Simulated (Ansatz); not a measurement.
# C2H4S, singlet: cost against accuracy

Geometry (MP2(full)/6-31G*, from the G2/97 set):

```xyz
7

C     0.0000   -0.7397   -0.8641
S     0.0000    0.0000    0.7917
C     0.0000    0.7397   -0.8641
H    -0.9139   -1.2501   -1.1486
H     0.9139   -1.2501   -1.1486
H     0.9139    1.2501   -1.1486
H    -0.9139    1.2501   -1.1486
```

Measured, as an electronic atomization energy: 2609.3 kJ/mol (G2/97 heats of formation of molecule and atoms, with zero-point and thermal terms from B3LYP taken off; Curtiss et al., J. Chem. Phys. 106, 1063 (1997), Staroverov et al., J. Chem. Phys. 119, 12129 (2003)). The measured value holds scalar relativity and spin–orbit coupling, which all computed ones lack, and core correlation, which the wave-function levels lack. Atoms are taken at the same level; beside RHF, RMP2 and RCC rows they are unrestricted. The atoms' steps beyond CCSDT(Q) are taken from restricted open-shell runs, which share full CI's core. Ansatz 0.2.0; the 6-31G* set has Cartesian d functions; a miss is computed less measured; times are wall times on shared hosts and scatter by a factor of two or so.

```
    level        basis  miss (kJ/mol)      time of the run              hardware
      RHF       STO-3G         -297.4               0.15 s          1 CPU thread
     PBE0       STO-3G          517.7               0.39 s          1 CPU thread
  RPA-PBE       STO-3G          -23.2               0.54 s          1 CPU thread
   B2PLYP       STO-3G          313.0               0.57 s          1 CPU thread
     PBE0        6-31G         -102.2                0.6 s          1 CPU thread
      PBE        6-31G          -40.2               0.63 s          1 CPU thread
      RHF  cc-pV(D+d)Z         -751.6               0.63 s          1 CPU thread
    B3LYP        6-31G         -143.1               0.63 s          1 CPU thread
 RCCSD(T)       6-31G*         -231.7               0.81 s          1 CPU thread
  r2SCAN0       STO-3G          445.4               0.81 s          1 CPU thread
   B2PLYP        6-31G         -246.2               0.84 s          1 CPU thread
      PBE  cc-pV(D+d)Z           37.1               0.84 s          1 CPU thread
  BCCD(T)       6-31G*         -231.2                1.1 s          1 CPU thread
   B2PLYP       6-31G*          -83.4                1.1 s          1 CPU thread
     CISD        6-31G         -519.3                1.2 s          1 CPU thread
    SPW92  cc-pV(T+d)Z          400.9                1.3 s  H100 + 5 CPU threads
     PBE0  cc-pV(T+d)Z           26.5  1.4 s (with forces)  H100 + 5 CPU threads
  r2SCANh  cc-pV(T+d)Z            5.4                1.4 s  H100 + 5 CPU threads
   r2SCAN  cc-pV(T+d)Z           20.0  1.4 s (with forces)  H100 + 5 CPU threads
  RPA-PBE  cc-pV(D+d)Z         -290.8                1.4 s          1 CPU thread
  r2SCAN0       6-31G*          -28.1                1.5 s          1 CPU thread
     BLYP  cc-pV(T+d)Z          -30.7                1.5 s  H100 + 5 CPU threads
  wB97X-V       STO-3G          522.7                1.6 s          1 CPU thread
   B2PLYP  cc-pV(D+d)Z          -92.9                1.6 s          1 CPU thread
   r2SCAN  cc-pV(D+d)Z          -15.0                1.6 s          1 CPU thread
  BCCD(T)  cc-pV(D+d)Z         -199.7                1.7 s          1 CPU thread
      RHF  cc-pV(T+d)Z         -716.6                2.1 s          1 CPU thread
  r2SCANh  cc-pV(Q+d)Z            7.7                2.1 s  H100 + 5 CPU threads
  wB97X-V        6-31G         -121.1                2.1 s          1 CPU thread
  wB97M-V        6-31G          -93.7                2.2 s          1 CPU thread
    BHLYP  cc-pV(T+d)Z          -88.9                2.3 s  H100 + 5 CPU threads
RCCSDT(Q)       6-31G*         -230.1                2.3 s  H100 + 5 CPU threads
   B2PLYP  cc-pV(T+d)Z          -23.0                2.3 s  H100 + 5 CPU threads
   r2SCAN  cc-pV(Q+d)Z           22.1                2.6 s  H100 + 5 CPU threads
      PBE  cc-pV(Q+d)Z           72.2                2.7 s  H100 + 5 CPU threads
     CISD       6-31G*         -375.8                2.7 s          1 CPU thread
    B3LYP  cc-pV(Q+d)Z          -13.2                2.7 s  H100 + 5 CPU threads
RCCSDT(Q)  cc-pV(D+d)Z         -198.2                3.5 s  H100 + 5 CPU threads
RCCSDT(Q)        6-31G         -438.7                5.5 s          1 CPU thread
  RCCSDTQ        6-31G         -438.7                  8 s  H100 + 5 CPU threads
```

HF's time is that of a plain UHF run.

The smallest set from which on each level stays within 1 kcal/mol of its own cc-pV(Q+d)Z value: RHF cc-pV(T+d)Z; PBE cc-pV(T+d)Z; r2SCAN cc-pV(T+d)Z; B3LYP cc-pV(T+d)Z; wB97M-V cc-pV(T+d)Z; B2PLYP none (cc-pV(T+d)Z is 3.6 kcal/mol off); RMP2 none (cc-pV(T+d)Z is 10.2 kcal/mol off); RCCSD(T) none (cc-pV(T+d)Z is 9.8 kcal/mol off).
